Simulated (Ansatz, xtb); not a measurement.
Isomers of CH5FNO+ in order of energy

3 gas-phase structures of CH5FNO+, found in a search over its isomers (lower ones may exist). Each was relaxed with GFN2-xTB; where two conformers were screened, the lower at r2SCAN-D4/def2-SVP is listed:

A. `[NH3+]OCF`, a singlet
B. `[NH3+][C@H](O)F`, a singlet
C. `O[NH2+]CF`, a singlet

**Question.** Which do you expect lowest at r2SCAN-D4/def2-SVP, and how would the others follow?

**Answer.** Calculated order at r2SCAN-D4/def2-SVP: B (0.0), A (54.6), C (58.1) kcal/mol.

Energies above the lowest of each column, in kcal/mol; the last columns are at PBE0-D3(BJ)/def2-SVP geometries:

```json
{"structure": "B", "GFN2-xTB": "0.0", "HF/STO-3G": "0.0", "r2SCAN-D4/def2-SVP": "0.0", "PBE0-D3(BJ)/def2-SVP": "0.0", "CCSD(T)/def2-TZVP": "0.0"}
{"structure": "A", "GFN2-xTB": "43.5", "HF/STO-3G": "29.1", "r2SCAN-D4/def2-SVP": "54.6", "PBE0-D3(BJ)/def2-SVP": "54.5", "CCSD(T)/def2-TZVP": "52.7"}
{"structure": "C", "GFN2-xTB": "46.2", "HF/STO-3G": "36.8", "r2SCAN-D4/def2-SVP": "58.1", "PBE0-D3(BJ)/def2-SVP": "56.8", "CCSD(T)/def2-TZVP": "54.8"}
```

Every level run on B puts it lowest or level with the lowest. Some further structures that were screened fall inside this span and aren't listed. Flexible structures stand in one conformer each, not always the lowest.

Programs: Ansatz 0.2.0, xtb 6.7.1.
